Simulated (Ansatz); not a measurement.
Results of r²SCAN-D4 (PAW; Ansatz, an electronic-structure program) for fcc Cu.

Settings: plane-wave cutoff 500 eV, 34×34×34 k mesh, Fermi–Dirac smearing 0.1 eV, no spin polarisation, scalar-relativistic PAW data made under PBE.

Computed at the level's own relaxed cell.

What does this level give for the volume per atom and lattice parameter a?


* **volume per atom**: 11.28 Å³/atom
* **lattice parameter a**: 3.560 Å

Measured, for comparison: equilibrium volume per atom 11.62 Å³/atom, lattice constant a 3.595 Å (low-temperature or extrapolated to 0 K; zero-point anharmonic expansion removed; as tabulated in Csonka et al. (2009), arXiv:0903.4037). Computed (rounded) less measured: equilibrium volume per atom -2.9 %, lattice constant a -1.0 %.

The computed numbers hold no vibrational or temperature effects.

Cost on a shared machine: roughly 80 core-seconds.
